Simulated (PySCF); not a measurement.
**Energy of Al (aluminium, neutral) between two integer charges**

The 3p alpha orbital of [Ne] 3s2 3p1 is emptied in steps (occupation f), with all orbitals relaxed, ending at [Ne] 3s2. Computed with PySCF 2.14 in aug-cc-pVTZ-DK (6s5p3d2f, 50 functions), with the spin-free X2C one-electron Hamiltonian (Gaussian nucleus). The exact energy is a straight line in f; departures are measured from the line between the end points of the same method.

| f | UHF (eV) | LDA (eV) | PBE (eV) | PBE0 (eV) | r2SCAN (eV) | LC-wPBE (eV) | BHandHLYP (eV) | wB97X (eV) | B3LYP (eV) | HSE06 (eV) |
| --- | --- | --- | --- | --- | --- | --- | --- | --- | --- | --- |
| 1 | 0.000 | 0.000 | 0.000 | 0.000 | 0.000 | 0.000 | 0.000 | 0.000 | 0.000 | 0.000 |
| 0.9 | 0.029 | -0.272 | -0.269 | -0.197 | -0.253 | 0.001 | -0.128 | -0.015 | -0.216 | -0.230 |
| 0.7 | 0.067 | -0.642 | -0.632 | -0.459 | -0.589 | 0.004 | -0.300 | -0.034 | -0.506 | -0.539 |
| 0.5 | 0.078 | -0.771 | -0.754 | -0.545 | -0.696 | 0.008 | -0.357 | -0.038 | -0.604 | -0.640 |
| 0.3 | 0.064 | -0.651 | -0.633 | -0.455 | -0.578 | 0.011 | -0.299 | -0.032 | -0.507 | -0.535 |
| 0.1 | 0.027 | -0.280 | -0.269 | -0.192 | -0.243 | 0.007 | -0.128 | -0.015 | -0.216 | -0.227 |
| 0 | 0.000 | 0.000 | 0.000 | 0.000 | 0.000 | 0.000 | 0.000 | 0.000 | 0.000 | 0.000 |

Task: For wB97X, how does the orbital energy at f = 1 compare with the removal energy?

Result: −ε = 5.759 eV against a total-energy difference of 5.930 eV. By Janak's theorem ε = ∂E/∂f, so the gap between them reflects the curvature. Along the path −ε is 5.798 (f = 0.9), 5.873 (f = 0.7), 5.937 (f = 0.5), 5.988 (f = 0.3), 6.051 (f = 0.1) eV.

```
   method  E(f=0) − E(f=1) (eV)  −ε at f=1 (eV)  −ε at f=0.5 (eV)
      UHF                 5.589           5.919             5.580
      LDA                 6.019           3.010             5.992
      PBE                 6.061           3.087             6.057
     PBE0                 6.079           3.898             6.091
   r2SCAN                 6.154           3.340             6.185
  LC-wPBE                 6.173           6.177             6.193
BHandHLYP                 5.885           4.459             5.888
    wB97X                 5.930           5.759             5.937
    B3LYP                 6.008           3.620             6.003
    HSE06                 6.069           3.513             6.079
```

Reference removal energy between the ground levels: 5.986 eV (measured; NIST Atomic Spectra Database, ionization energies). The calculation has no spin-orbit coupling. UHF lacks correlation.
